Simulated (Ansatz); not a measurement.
## OH⁺, singlet: the ladder up to full CI

Geometry: a PBE0/def2-TZVP stationary point for this spin. The triplet lies 2.2 eV lower here.

```xyz
2

O     0.0000    0.0000    0.0000
H     0.0000    0.0000    1.0366
```

Basis aug-cc-pVTZ; Ansatz 0.2.0. Only valence electrons are correlated (noble-gas cores frozen), which leaves 6 electrons in 68 orbitals. R marks a restricted (for open shells ROHF) determinant, U an unrestricted one. Active spaces: valence = (6e, 5o) chosen from the atoms' valence shells.

Full CI is exact within this basis and frozen core; it isn't the basis-set limit. The frozen core follows each run's orbitals, which can shift R against U totals by a few meV.

The determinant fills πx and πy unequally, so it is a mixture of Σ and Δ, which weighs on every level built on one determinant.

The UHF ⟨S²⟩ is 1.008, the T1 diagnostic (RCCSD) is 0.0066 and the largest doubles amplitude (RCCSD) is 0.338.

```
                   level  E − E(full CI) (mEh)  share of correlation (%)     wall time
                     RHF                224.11                      0.00             –
                    UHF†                127.02                         –             –
                    RMP2                 55.23                     75.35             –
                   UMP2†                -19.11                         –             –
                   RCCSD                 22.00                     90.18             –
                 UCCSD*†                -51.29                         –             –
                RCCSD(T)                 11.25                     94.98           2 s
              UCCSD(T)*†                -64.15                         –         6.5 s
                 BCCD(T)                 11.29                     94.96        0.96 s
                 RCCSDT*                  0.70                     99.69             –
                UCCSDT*†                -80.30                         –             –
              RCCSDT(Q)*                 -0.39                    100.17          22 s
             UCCSDT(Q)*†                -82.35                         –  8.5 s (H100)
                RCCSDTQ*                  0.00                    100.00   13 s (H100)
  CASSCF (valence space)                157.32                     29.80             –
  NEVPT2 (valence space)                 22.71                     89.87        0.57 s
  MRCISD (valence space)                  5.42                     97.58             –
MRCISD+Q (valence space)                  0.43                     99.81    2 s (H100)
```

An asterisk marks runs whose energy the program itself flagged as in doubt. A dagger marks rows that describe another state than the reference (another or a broken symmetry, a higher spin or other natural occupations), so the difference isn't the method's error.

The correlation energy at full CI, counted from RHF, is -6.098 eV. That run took 19 min on 5 threads of AMD EPYC 7R13 with a whole H100 80 GB, shared host over 627,372,630 determinants.

Times hold each run's SCF and search for its determinant on a shared host, so for small cases they say little of a method's own cost; rows without a card ran on 1 thread of AMD EPYC 7R13.

Not variational, and here over 5 meV under the exact energy: RCCSDT(Q).

Unrestricted levels hold only the spin's projection, and here they fall towards a lower state of higher spin.

The full-CI state has the irrep A2 of C2v, in the program's axes (one component, if the state is degenerate).

Natural occupations of full CI about the gap: 1.976 1.963 0.993 0.993 0.024 0.009 0.007 0.007 0.007 0.004; effectively unpaired electrons, Σ n²(2−n)², 2.01. No single determinant describes this state well, so single-reference rows can miss without a flag.
